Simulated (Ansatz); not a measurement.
in.yaml

```yaml
crystal:
  periodic: [false, false, false]
  atoms:
    - {symbol: Ga, position_ang: [0.000012, -0.128408, 2.216041]}
    - {symbol: N, position_ang: [0.000052, 0.027110, 0.291499]}
    - {symbol: N, position_ang: [0.000009, -0.304058, -0.883846]}
    - {symbol: H, position_ang: [-0.000074, 0.405356, -1.623694]}
basis:
  gaussian: {orbitals: cc-pVDZ, point_charges: [{charge: 0.50, position_ang: [4.786, -0.692, 0.467]}]}
total_charge: 1
magnetization: {spin_polarized: true, initial_magnetization: 1}
correlation: {method: ccsd_t, electrons: outside_noble_gas}
```

```sh
$ ansatz run in.yaml --threads 1 --pin off --events-out ev --progress --plain --max-ram 2393MiB
```

Output:

```
642 factors; integrals over basis functions are off by at most 1.5e-3 eV
mean field evaluation 1: about -55295.3255 eV, gradient 3.1e1 eV
mean field evaluation 2: about -55295.4461 eV, gradient 3.0e1 eV
mean field evaluation 4: about -55301.9180 eV, gradient 4.6e0 eV
mean field evaluation 8: about -55303.0375 eV, gradient 9.7e-1 eV
mean field evaluation 16: about -55303.2011 eV, gradient 5.5e-1 eV
mean field evaluation 32: about -55302.9043 eV, gradient 1.3e0 eV
mean field evaluation 64: about -55303.0309 eV, gradient 3.2e-1 eV
mean field evaluation 96: about -55303.2294 eV, gradient 2.1e-1 eV
mean field evaluation 128: about -55295.8401 eV, gradient 1.9e1 eV
mean field evaluation 160: about -55301.4154 eV, gradient 5.4e-1 eV
...
cycle   2  -9.87649226 eV  change   -3.9e-3 eV  update   2.2e-3
cycle   3  -9.87849673 eV  change   -2.0e-3 eV  update   1.4e-3
cycle   4  -9.87941922 eV  change   -9.2e-4 eV  update   5.8e-4
cycle   5  -9.88134392 eV  change   -1.9e-3 eV  update   2.8e-4
cycle   6  -9.88217664 eV  change   -8.3e-4 eV  update   1.5e-4
cycle   7  -9.88221318 eV  change   -3.7e-5 eV  update   8.3e-5
cycle   8  -9.88215463 eV  change    5.9e-5 eV  update   4.5e-5
cycle   9  -9.88208522 eV  change    6.9e-5 eV  update   3.3e-5
cycle  10  -9.88205689 eV  change    2.8e-5 eV  update   2.2e-5
cycle  11  -9.88204429 eV  change    1.3e-5 eV  update   1.5e-5
perturbative correction -0.37450683 eV, -0.0137628720 hartree
Total energy: -55313.48811375 eV, -2032.7331953515 hartree
```

Ran on 1 thread of Arm Neoverse V2, shared host: 18 s wall, 0.19 GiB peak host memory.
